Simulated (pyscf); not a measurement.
PySCF, gas phase, ωB97X-D3(BJ)/def2-SVP geometries. MP2 and CC: frozen core, UHF for open shells. ΔMP2 is the change of the MP2 total energy from the triple- to the quadruple-zeta basis.

`[SiH][Cl]` [singlet] + `[OH2]` -> `[OH][SiH]` [singlet] + `[ClH]`
Surface: singlet. Broken: Cl–Si, H–O. Formed: O–Si, Cl–H. Give ΔE‡ and ΔE from CCSD(T)/def2-TZVPP + ΔMP2(QZVPP), relative to the separated reactants.

ΔE‡ = 24.7 kJ/mol, ΔE = -3.3 kJ/mol. Zero-point energy shifts the barrier by -0.8 kJ/mol. It is a four-centre exchange, with an imaginary mode of 652i cm⁻¹. On the reactant side the descent ends in an adduct with a O–Si contact (not fully relaxed), 76.5 kJ/mol under the separated species and 87.7 kJ/mol under the saddle at ωB97X-D3(BJ)/def2-TZVP. On the product side the descent ends in a complex, 17.9 kJ/mol under the separated species and 29.2 kJ/mol under the saddle at ωB97X-D3(BJ)/def2-TZVP. What is counted as formed (O–Si) is already present as a longer contact in the reactant adduct; forming that adduct is a step of its own. At ωB97X-D3(BJ) the barrier from the zero used here is 11.2 kJ/mol. This is the saddle that the search found; another between the same sides may lie lower. The CCSD(T) − MP2 part came from Ansatz, without density fitting, on the same reference.
